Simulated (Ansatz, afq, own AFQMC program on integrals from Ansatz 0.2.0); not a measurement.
# AFQMC, coupled cluster and functionals along a coordinate of AlH₃ + CN, doublet

```xyz
6

Al   -1.6991    0.0000    0.0000
H    -2.4920    1.3734    0.0000
H    -2.4920   -1.3734    0.0000
H    -0.1132    0.0000    0.0000
N     2.4950    0.0000    0.0000
C     1.3349    0.0000    0.0000
```

A hydrogen atom is moved from one rigid fragment to the other; the Al1–H4 distance tells how far. The two fragments are held close together, so this isn't a minimum-energy path and the start is a compressed complex. Energies in kJ/mol count from this geometry (1.586 Å) at the same level; the start stands on UHF, each point on the determinant named.

Basis cc-pVDZ. Only valence electrons are correlated. Ansatz 0.2.0 and our own AFQMC program on the same integrals; the CISD trial comes from CCSD amplitudes, and released means the phaseless constraint is let go. ± is one standard error of the sampling.

Cautions, each for one point or more: higher spins were not checked; raised T1 diagnostic; unrestricted determinant slightly spin contaminated; unrestricted determinant spin contaminated.

```json
{"r(Al1–H4) / Å": "1.688", "det.": "UHF", "T1": "0.042", "weight": "0.80", "⟨S²⟩": "0.96", "CCSD(T)": "-24.5", "ph-AFQMC/CISD": "-25.7 ± 0.8", "CCSDT(Q)": "-24.0", "B2PLYP": "-24.7", "PBE": "-25.8"}
{"r(Al1–H4) / Å": "1.739", "det.": "UHF", "T1": "0.039", "weight": "0.80", "⟨S²⟩": "0.93", "CCSD(T)": "-36.9", "ph-AFQMC/CISD": "-36.7 ± 0.9", "CCSDT(Q)": "-36.0", "B2PLYP": "-36.9", "PBE": "-37.6"}
{"r(Al1–H4) / Å": "1.791", "det.": "UHF", "T1": "0.037", "weight": "0.81", "⟨S²⟩": "0.90", "CCSD(T)": "-49.4", "ph-AFQMC/CISD": "-49.3 ± 0.9", "CCSDT(Q)": "-48.1", "B2PLYP": "-48.9", "PBE": "-48.5"}
{"r(Al1–H4) / Å": "1.842", "det.": "UHF", "T1": "0.034", "weight": "0.82", "⟨S²⟩": "0.88", "CCSD(T)": "-60.5", "ph-AFQMC/CISD": "-60.4 ± 0.9", "CCSDT(Q)": "-59.0", "B2PLYP": "-59.5", "PBE": "-57.3"}
{"r(Al1–H4) / Å": "1.944", "det.": "UHF", "T1": "0.029", "weight": "0.83", "⟨S²⟩": "0.83", "CCSD(T)": "-72.8", "ph-AFQMC/CISD": "-71.5 ± 0.8", "CCSDT(Q)": "-70.7", "B2PLYP": "-71.0", "PBE": "-64.0"}
```

Weight is that of the determinant in the CISD state; at the start T1 is 0.045 and the weight 0.79, and ⟨S²⟩ is 1.00. Largest departures from phaseless AFQMC with a CISD trial: CCSD(T) -1.3 kJ/mol at 1.944 (on UHF) (within the noise), CCSDT(Q) 1.7 kJ/mol at 1.688 (on UHF), B2PLYP 1.0 kJ/mol at 1.688 (within the noise), PBE 7.5 kJ/mol at 1.944. The walk's constraint bias lies outside its error bars, so these are departures and not errors. Functionals count only at points shown to share the start's state and spin. In this small basis the wave-function levels are far from their limit, so their gap to the functionals isn't the functionals' error. In total energy ph-AFQMC/CISD lies 29 ± 6 meV above CCSDT(Q) at the start, so its agreement along the curve rests in part on cancellation.

Some points may be missing: those where a free walk finds a much lower state, and past Zn most of those on another determinant than at the start.

CCSDT and higher add their correlation energy to the determinant of the CCSD(T) run, since their own runs factorise the integrals more tightly (a shift of under 2 meV). A walk keeps the symmetry of its determinant, which the program's search chose and which needn't be the lowest solution, so a lower state of the same spin and another symmetry isn't excluded.
